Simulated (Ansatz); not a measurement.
A made-up structure of BSiHO, closed shell:

```
4
angstrom
B -0.0248 0.2523 -1.0398
Si -0.7838 -0.3768 0.2783
O -0.0579 0.1733 1.9979
H 1.0417 -0.1079 -1.2750
```

It is relaxed with PBE-D4/def2-SVP and then PBE0-D4/def2-TZVP (Ansatz 0.2.0). Atoms count as bonded within 1.22 times the sum of their covalent radii (H–H: 0.88 Å). The end point is not checked to be a true minimum.

Problem. Does its bonding change? (A judgement: the text doesn't fix the answer.)

Solution. By the calculation: No: no bond forms or breaks.

Where it ends: The first stage lowers the energy by 3.26 eV in 13 steps. It ends as BSiHO ([BH][Si][O]):
```json
{"atom": "B1", "x (Å)": "0.3753", "y (Å)": "0.4578", "z (Å)": "-1.0051"}
{"atom": "Si2", "x (Å)": "-0.2130", "y (Å)": "-0.3538", "z (Å)": "0.7551"}
{"atom": "O3", "x (Å)": "-0.7583", "y (Å)": "0.0964", "z (Å)": "2.0980"}
{"atom": "H4", "x (Å)": "0.7711", "y (Å)": "-0.2595", "z (Å)": "-1.8866"}
```

Labels in which every atom is bracketed show which atoms are joined, not bond orders.

For scale, one of the runs: PBE0-D4/def2-TZVP relaxation, 105 basis functions, launched by `ansatz run in.yaml --threads 2 --pin off --events-out ev --progress --plain --max-ram 4352MiB`. The run took about 8.5 s on 2 CPU threads of an Arm Neoverse V2 (shared host).
